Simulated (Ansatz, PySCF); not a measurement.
Reaction: C2H2O (SMILES C=C=O) → C2HO (SMILES [CH]=C=O, doublet) + H (doublet) (the C-H bond breaks)
Each species at its own B3LYP-D3(BJ)/def2-TZVP minimum (Ansatz, a program for electronic structure).

Wanted: bond dissociation energy (enthalpy at 298 K, ideal-gas terms from PySCF's Hessians at B3LYP-D3(BJ)/def2-TZVP), in kcal/mol. Open shells are spin-unrestricted; no spin-orbit coupling. CBS(X,Y): correlation extrapolated as X^-3, Hartree-Fock from the larger set. A bracket is a step between two methods taken in the basis named. The functionals are non-relativistic, so their misses hold any scalar relativity. Double hybrids freeze cores in their MP2 part. 'core' is core correlation in cc-pwCVTZ, 'X2C' scalar relativity in cc-pVTZ-DK, both at CCSD(T). Where a partner has so few electrons that a lower coupled-cluster level is exact, that level stands in. The UHF reference of C2HO ([CH]=C=O, doublet) is spin-contaminated (<S^2> up to 0.07 over the pure value in the sets run).

From measured enthalpies of formation at 298 K: 106.2 kcal/mol (Active Thermochemical Tables 1.112 (ions: stationary electron), as tabulated in the package chemicals). The calculations leave out spin-orbit terms.

Task: What does PBE/def2-TZVPD (Ansatz) give here, and how do the other levels compare?

Result: PBE gives 101.3 kcal/mol, 4.9 kcal/mol below it. Errors of the others: r2SCAN/def2-TZVPD (Ansatz) -5.5; B3LYP/def2-TZVPD (Ansatz) -3.0; PBE0/def2-TZVPD (Ansatz) -3.5; wB97M-V/def2-TZVPD (Ansatz) -0.3; B2PLYP/def2-TZVPD (Ansatz) -2.7; CCSD(T)/CBS(cc-pVTZ,cc-pVQZ) + core + X2C (Ansatz) 0.6; CCSD(T)/CBS(cc-pVTZ,cc-pVQZ) + [CCSDT(Q) - CCSD(T)]/cc-pVDZ + core + X2C (Ansatz) 0.0 kcal/mol.
